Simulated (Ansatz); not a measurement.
# singlet PO+: levels of theory compared

We compute a comparison of 6 runs (B3LYP/6-31G*, BHLYP/cc-pVTZ, r2SCAN0/cc-pVTZ, wB97X/cc-pVTZ, BCCD(T)/cc-pVTZ, CCSD(T)/cc-pVTZ) of singlet PO+. 

The results are computed with Ansatz 0.2.0.

35 further runs of the same task are left out: 35 set aside as unsound or not needed.

**1. The structure to begin with**

The species is PO+ (2 atoms), meant as a singlet with charge +1. SMILES of the parent species: `O=[P]`. Geometry: relaxed at PBE0-D4/def2-TZVP. That shape belongs to the parent species and isn't relaxed for this state.

Bond lengths: O1–P2 1.474 Å.

**2. The energy at B3LYP/6-31G(d) (spherical functions) (run 1)**

The input, job.yaml:

```yaml
basis:
  gaussian: {orbitals: 6-31G_st_-spherical.json}
crystal:
  periodic: [false, false, false]
  atoms:
    - {symbol: O, position_ang: [0.000000, -0.000000, -0.009450]}
    - {symbol: P, position_ang: [-0.000000, 0.000000, 1.464540]}
total_charge: 1
hamiltonian: {xc: {name: B3LYP}}
accuracy: high
output: {orbitals: {seedname: orbitals}}
```

The basis set 6-31G* is read from a file made from the Basis Set Exchange's data (not shown).

Launch:

```bash
$ ansatz run job.yaml --threads 1 --pin off --max-ram 3480MiB --events-out events.jsonl --progress --plain --runs-dir runs
```

Standard output:

```text
Warning: RAYON_NUM_THREADS=1 ignored (pool sized by the plan → 1); use --threads N
Functional definition: B3LYP
  name "B3LYP"
  parameter a0 = 0.2
  parameter ax = 0.72
  parameter ac = 0.81
  exchange = (1 - a0 - ax)*slater_x + ax*b88_x + a0*exact_x
  correlation = (1 - ac)*vwn_rpa_c + ac*lyp_c
549 factors; integrals over basis functions are off by at most 4.0e-9 eV
mean field evaluation 1: about -11302.2429 eV, gradient 1.1e2 eV
mean field evaluation 2: about -11150.7255 eV, gradient 2.1e2 eV
mean field evaluation 4: about -11325.6012 eV, gradient 8.8e0 eV
mean field evaluation 8: about -11325.8126 eV, gradient 1.4e-1 eV
mean field evaluation 16: about -11325.8152 eV, gradient 4.9e-6 eV
mean field -11325.81518531 eV, -416.2160311468 hartree, gradient 7.6e-8 eV, S^2 0.000000; 0 other end points of the search recorded, 0 dependent functions left out
reference -11325.81520872 eV, -416.2160320073 hartree; 11, 11 occupied and 21, 21 virtual orbitals, 549 factors
Total energy: -11325.81520872 eV, -416.2160320073 hartree
```

Run time: 0.72 s. Hardware: 1 thread of Arm Neoverse V2, shared host.

**3. A single-point energy at BHLYP/cc-pVTZ (run 2)**

The input, input.yaml:

```yaml
crystal:
  periodic: [false, false, false]
  atoms:
    - symbol: O
      position_ang: [0.000000, -0.000000, -0.009450]
    - symbol: P
      position_ang: [-0.000000, 0.000000, 1.464540]
basis:
  gaussian:
    orbitals: cc-pVTZ
total_charge: 1
hamiltonian:
  xc: {name: BHLYP}
accuracy: high
output: {orbitals: {seedname: orbitals}}
```

Launch:

```bash
$ ansatz run input.yaml --threads 1 --pin off --max-ram 3480MiB --events-out events.jsonl --progress --plain --runs-dir runs
```

Standard output:

```text
Warning: RAYON_NUM_THREADS=1 ignored (pool sized by the plan → 1); use --threads N
Functional definition: BHLYP
  name "BHLYP"
  parameter a = 0.5
  exchange = (1 - a)*b88_x + a*exact_x
  correlation = lyp_c
886 factors; integrals over basis functions are off by at most 4.0e-9 eV
mean field evaluation 1: about -11307.3170 eV, gradient 1.0e2 eV
mean field evaluation 2: about -11203.2417 eV, gradient 2.0e2 eV
mean field evaluation 4: about -11326.0377 eV, gradient 2.6e0 eV
mean field evaluation 8: about -11326.0555 eV, gradient 2.5e-1 eV
mean field evaluation 16: about -11326.0557 eV, gradient 2.9e-6 eV
mean field -11326.05567342 eV, -416.2248689219 hartree, gradient 6.4e-8 eV, S^2 0.000000; 0 other end points of the search recorded, 0 dependent functions left out
reference -11326.05568988 eV, -416.2248695268 hartree; 11, 11 occupied and 53, 53 virtual orbitals, 886 factors
Total energy: -11326.05568988 eV, -416.2248695268 hartree
```

Run time: 1.2 s. Hardware: 1 thread of Arm Neoverse V2, shared host; peak memory 0.12 GiB.

Runs 3 to 5 aren't shown in full; the table further down has their settings and results.

**4. The energy at CCSD(T)/cc-pVTZ (run 6)**

The input, input.yaml:

```yaml
crystal:
  periodic: [false, false, false]
  atoms:
    - {symbol: O, position_ang: [0.000000, -0.000000, -0.009450]}
    - {symbol: P, position_ang: [-0.000000, 0.000000, 1.464540]}
basis:
  gaussian:
    orbitals: cc-pVTZ
total_charge: 1
correlation:
  method: ccsd_t
  frozen_orbitals: {O: 1, P: 5}
scf:
  omitted_lower_state_checks: [cluster_reference, increment]
accuracy: high
magnetization:
  spin_polarized: false
```

Launch:

```bash
$ ansatz run input.yaml --threads 1 --pin off --max-ram 3480MiB --events-out events.jsonl --progress --plain --runs-dir runs
```

Standard output (excerpt; [...] marks lines left out):

```text
Warning: RAYON_NUM_THREADS=1 ignored (pool sized by the plan → 1); use --threads N
Functional definition: HF
  name "HF"
[...]
886 factors; integrals over basis functions are off by at most 4.0e-9 eV
[...]
mean field -11301.19754064 eV, -415.3113493918 hartree, gradient 2.4e-8 eV, S^2 0.000000; 0 other end points of the search recorded, 0 dependent functions left out; unrestricted orbitals would lower it
6 core orbitals not correlated: weight in the atoms' cores, before any rotation towards them, 1.000 or more for the frozen orbitals, at most 0.000 for the correlated occupied ones
reference -11301.19754064 eV, -415.3113493918 hartree; 5, 5 occupied and 53, 53 virtual orbitals, 886 factors
second order -10.04977958 eV of doubles, -0.00000000 eV of singles
cycle   1  -9.29667789 eV  change    7.5e-1 eV  update   1.5e-1
[...]
cycle  22  -9.94174827 eV  change  -4.1e-10 eV  update  1.8e-10
perturbative correction -0.60006435 eV, -0.0220519580 hartree
Total energy: -11311.73935326 eV, -415.6987538601 hartree
Checks for a lower state left out: cluster_reference, increment
```

It took 1.1 s on 1 thread of Arm Neoverse V2, shared host; peak memory 0.17 GiB.

**5. Overview of the runs**

```csv
run,level,frozen core orbitals,energy (Eh),HOMO energy (eV),LUMO energy (eV),HOMO–LUMO gap (eV),wall time
1,B3LYP/6-31G* (spherical functions),–,-416.216032,-19.25,-11.67,7.59,0.72 s
2,BHLYP/cc-pVTZ,–,-416.224870,-20.82,-10.39,10.43,1.2 s
3,r2SCAN0/cc-pVTZ,–,-416.176653,-19.76,-11.41,8.35,2.5 s
4,wB97X/cc-pVTZ,–,-416.237501,-21.97,-9.06,12.91,3.9 s
5,BCCD(T)/cc-pVTZ,6,-415.698850,–,–,–,1.6 s
6,CCSD(T)/cc-pVTZ,6,-415.698754,–,–,–,1.1 s
```

**6. Summary of results**

| quantity | value |
| --- | --- |
| run 6: total energy | -415.69875 Eh |
| run 6: correlation energy (6 core orbitals frozen) | -387.4 mEh |
| run 6: (T) correction | -22.05 mEh |
| run 6: T1 diagnostic | 0.030 |

In words: Over runs 1, 2, 3, 4 the HOMO–LUMO gap runs from 7.59 eV (B3LYP/6-31G*) to 12.91 eV (wB97X/cc-pVTZ). The two ends differ in method and basis. Totals of different functionals can't be ranked against each other. In runs 5, 6 the log says that unrestricted orbitals would lower the reference, so the values rest on an unstable closed-shell determinant (other closed-shell runs at this shape may share the fault). All runs together took 11 s, the longest 3.9 s.
